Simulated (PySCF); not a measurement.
B3LYP has the VWN-RPA correlation part, as in Gaussian. 

Cl, SMILES `[Cl]` (charge 0, multiplicity 2)

These are B3LYP-D3(BJ)/def2-TZVP (PySCF) values and carry that method's errors.

The highest occupied spin orbital is -9.27 eV, the dipole moment is 0.00 D and the total energy comes out as -460.1670 Ha. The cost is roughly 2.3 core-seconds.

```xyz
1

Cl     0.0000     0.0000     0.0000
```
Charge 0, spin multiplicity 2.
